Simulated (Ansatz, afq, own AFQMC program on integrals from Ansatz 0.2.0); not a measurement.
Two steps: Ansatz 0.2.0 writes the Fock matrix and Cholesky factors of the valence space, and afq projects on them the lowest state that overlaps trial and start.

```yaml
crystal:
  periodic: [false, false, false]
  atoms:
    - {symbol: B, position_ang: [0.000000, 1.185813, -2.954668]}
    - {symbol: Al, position_ang: [0.000000, -0.626729, -0.611991]}
    - {symbol: Cl, position_ang: [0.000000, 0.115372, 1.366750]}
basis:
  gaussian: {orbitals: cc-pVDZ}
magnetization: {spin_polarized: true, initial_magnetization: 1}
correlation: {method: ccsd_t, electrons: outside_noble_gas, hamiltonian_folder: ham}
```

```sh
$ ansatz run in.yaml --threads 1 --pin off --events-out ev --progress --plain --max-ram 1382MiB
```

afq runs on the folder ham with

```
--method phaseless --trial cisd --walkers 60 --populations 1 --least-time 40 --time-step 0.005 --steps-per-block 50 --equilibration-blocks 40 --max-blocks 300 --target-error 0.00086 --factor-cut 1e-05 --start spin_pure --seed 2760 --release-times 0.24,0.51,0.99,1.62,2.4 --release-step 0.03 --release-every 4 --taylor-order 6
```

Times are imaginary, in 1/Eh. The walk had a cap of 1701 s.

Log:

```
orbitals 39  electrons 7 6  factors 278 of 509
reference energy -726.01435501 Eh
CCSD correlation -0.26449167 Eh in 24 cycles, weight of the determinant in the CISD state 0.7965
energy of the start -726.266957 Eh
 block  time / (1/Eh)  mean weight  energy / Eh
     1     0.250  0.9991  -726.267113
     2     0.500  1.0001  -726.272531
     3     0.750  0.9989  -726.273788
     4     1.000  1.0008  -726.281279
     5     1.250  1.0015  -726.286080
     8     2.000  1.0005  -726.281241
    11     2.750  0.9998  -726.280033
    26     6.500  1.0006  -726.279900
    41    10.250  0.9982  -726.292214
    46    11.500  1.0004  -726.279329
    56    14.000  1.0006  -726.290707
    71    17.750  0.9999  -726.300508
    86    21.500  1.0005  -726.288075
   101    25.250  0.9993  -726.292311
   116    29.000  1.0009  -726.291934
   131    32.750  1.0012  -726.282936
   146    36.500  1.0022  -726.285628
   161    40.250  1.0018  -726.282492
   176    44.000  0.9990  -726.297001
   191    47.750  1.0002  -726.290053
   201    50.250  1.0010  -726.302352
   206    51.500  1.0013  -726.289546
blocks merged  error / Eh  count
     1  0.000471  170
     2  0.000581  85
     4  0.000685  42
     8  0.000811  21
    16  0.000846  10
released: time / (1/Eh)  energy / Eh  error  mean overlap
  0.24  -726.289903  0.000910  0.9880
  0.51  -726.289373  0.000988  0.9934
  0.99  -726.289719  0.000984  0.9772
  1.62  -726.290217  0.001219  0.9894
  2.40  -726.287650  0.000968  1.0243
energy -726.290039 +/- 0.000811 Eh
(rows thinned)
```

The run passed its tests (sampling time, drift between the halves within three errors, error under three times the target), which doesn't prove that it has relaxed. The second half of the sampling lies above the first by 1.7 errors of their difference, so the energy may still be moving and its error bar be too small.

Against this walk (error 22.1 meV) on the same determinant: CCSD(T) 112.5 meV higher, CCSDT(Q) 44.1 meV higher (within the noise). The error is statistical and leaves out the bias of the constraint. The determinant has ⟨S²⟩ = 0.91, so the low cluster orders mix in higher spin (the high orders can go on to a lower state of that spin), while the walk starts as a pure doublet. None of these is a sure reference here. Released to 2.40 1/Eh the energy moves by 65 ± 34 meV (both errors), within twice the noise.

Cautions: constraint bias not in the error; unrestricted determinant spin contaminated (⟨S²⟩ 0.91 against 0.75).

The walk took 4.4 min on 1 thread of Intel(R) Xeon(R) 6975P-C (Granite Rapids), on a shared host. The log's last line is the phaseless energy.

CCSDT and higher add their correlation energy to the determinant of the CCSD(T) run, since their own runs factorise the integrals more tightly (a shift of under 2 meV). A walk keeps the symmetry of its determinant, which the program's search chose and which needn't be the lowest solution, so a lower state of the same spin and another symmetry isn't excluded.
